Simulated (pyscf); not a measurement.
PySCF, gas phase, ωB97X-D3(BJ)/def2-SVP geometries.

Task: PBE/def2-TZVP puts the barrier of `[O]=[Mo](=[O])[Cl]` [doublet] + `[OH2]` → `[O]=[Mo]([OH])([OH])[Cl]` [doublet] (addition across a multiple bond or ene-type step; doublet surface; H–O broken, H–O, Mo–O formed) at -4.4 kcal/mol and the reaction energy at -34.5 kcal/mol, from the separated reactants. What do r²SCAN/def2-TZVP, PBE0-D3(BJ)/def2-TZVP, ωB97M-D3(BJ)/def2-TZVP give on the same structures?

Result: r²SCAN: ΔE‡ = -5.8 kcal/mol, ΔE = -38.3 kcal/mol; PBE0-D3(BJ): ΔE‡ = -5.9 kcal/mol, ΔE = -40.2 kcal/mol; ωB97M-D3(BJ): ΔE‡ = -3.8 kcal/mol, ΔE = -40.0 kcal/mol. PBE's barrier lies among them. Its reaction energy lies over all of them, by 3.8 to 5.7 kcal/mol. On the reactant side the descent ends in an adduct with a Mo–O contact, 28.7 kcal/mol under the separated species and 22.7 kcal/mol under the saddle at ωB97X-D3(BJ)/def2-TZVP. At PBE, r²SCAN, PBE0-D3(BJ), ωB97M-D3(BJ) the saddle lies under the separated reactants, which points to a path from their complex (located at ωB97X-D3(BJ) alone). What is counted as formed (Mo–O) is already present as a longer contact in the reactant adduct; forming that adduct is a step of its own. At ωB97X-D3(BJ)/def2-TZVP the barrier from the zero used here is -6.1 kcal/mol. This is the saddle that the search found; another between the same sides may lie lower. Open-shell species with a d-block atom are single-reference here; other states, and whether the spin sits on metal or ligand, were not checked. Elements past Kr carry the def2 core potentials, without spin-orbit coupling.
